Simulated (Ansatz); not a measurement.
Isomers of CH4SSi, relaxed with PBE0-D4/def2-TZVP in Ansatz; electronic energies, one conformer each and not always the lowest. Functionals use def2-TZVPP; CBS adds triple-zeta CCSD(T) − MP2 to the MP2 limit of def2-TZVPP and def2-QZVPP.

Q: Order them by energy at frozen-core CCSD(T)/CBS, lowest first. (Estimate.)
A. `CS[SiH]`
B. `[SiH3]C=S`
C. `C1[SiH2]S1`
D. `C[Si]S`

A: D (0.0 kJ/mol), C (4.6 kJ/mol), A (46.6 kJ/mol), B (97.5 kJ/mol).

Q: How do PBE0-D4, B2PLYP, ωB97M-V, B3LYP place them (kJ/mol, against `C[Si]S`)? (Estimate.)

A: The calculation gave: 
```tsv
isomer	PBE0-D4	B2PLYP	ωB97M-V	B3LYP
`C1[SiH2]S1`	1.8	7.4	11.5	14.8
`[SiH3]C=S`	113.8	95.4	111.3	99.2
`CS[SiH]`	44.8	45.3	48.3	44.2
```

B3LYP here is the variant with VWN-RPA as its local correlation; programs differ in this.
